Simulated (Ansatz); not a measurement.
# Two structures, one formula

The two ends of one reaction step of BSiNH$_{8}$, singlet (PBE0-D4/def2-TZVP).

A:

```xyz
11
angstrom
B -1.6517 -0.2907 -0.8714
N -1.4347 1.0619 -0.6760
H -2.4811 -0.6426 -1.6591
H -1.0029 -1.0802 -0.2455
H 1.9631 -0.3756 -0.5522
Si 1.8526 -0.4563 0.9249
H -0.7528 1.4203 -0.0281
H -1.9435 1.7782 -1.1657
H 3.1797 -0.1903 1.5372
H 0.8951 0.5755 1.4048
H 1.3762 -1.8003 1.3311
```

B:

| atom | x (Å) | y (Å) | z (Å) |
| --- | --- | --- | --- |
| B1 | -0.5976 | -0.4873 | -0.2565 |
| N2 | -0.7838 | 1.0860 | -0.6488 |
| H3 | -0.5731 | -1.0862 | -1.3087 |
| H4 | -1.5658 | -0.7748 | 0.4115 |
| H5 | -0.0143 | 1.4172 | -1.2237 |
| Si6 | 1.1206 | -0.7202 | 0.7772 |
| H7 | -0.8245 | 1.6718 | 0.1803 |
| H8 | -1.6440 | 1.2268 | -1.1707 |
| H9 | 2.3425 | -0.2825 | 0.0199 |
| H10 | 1.1750 | 0.0859 | 2.0443 |
| H11 | 1.3650 | -2.1368 | 1.1753 |

Ansatz 0.2.0; basis: def2-TZVPP; cores frozen in the correlated methods. B3LYP uses VWN-RPA correlation.

(1) Which structure is lower at CCSD(T), and by how much? (An estimate is asked for; the value comes from the calculation.)

(2) Do the other methods give the same order? (A judgement: the text doesn't fix the answer.)

The T1 diagnostic stays at or below 0.013.

Answers

(1) By the calculation: A, by 7.16 kcal/mol (electronic energy, against the other). By their contacts, A is a complex of BNH₄ ([BH2][NH2]) + SiH₄ and B is BSiNH₈ ([NH3][BH2][SiH3]).

(2) The calculation gives: Not all: SPW92 gives the other order.

| method | E(B) − E(A) (kcal/mol) |
| --- | --- |
| SPW92 | -3.54 |
| PBE-D4 | 2.56 |
| BLYP-D4 | 9.89 |
| r2SCAN-D4 | 4.68 |
| B97M-V | 5.38 |
| PBE0-D4 | 2.49 |
| B3LYP-D4 | 9.29 |
| r2SCAN0-D4 | 4.37 |
| BHLYP-D4 | 9.99 |
| CAM-B3LYP-D4 | 9.07 |
| wB97X-V | 6.49 |
| wB97M-V | 7.34 |
| B2PLYP | 9.65 |
| PBE-QIDH | 3.81 |
| RPA on PBE | 8.80 |
| HF | 17.94 |
| MP2 | 6.91 |
| CCSD | 8.29 |
| CCSD(T) | 7.16 |

Labels in which every atom is bracketed show which atoms are joined, not bond orders.

For scale, one of the runs: CCSD(T)/def2-TZVPP, 216 basis functions, launched by `ansatz run in.yaml --threads 2 --pin off --events-out ev --progress --plain --max-ram 4352MiB`. Time: 87 s of wall clock on 2 CPU threads of an Arm Neoverse V1; the host was shared. Peak host memory: 3.1 GiB.
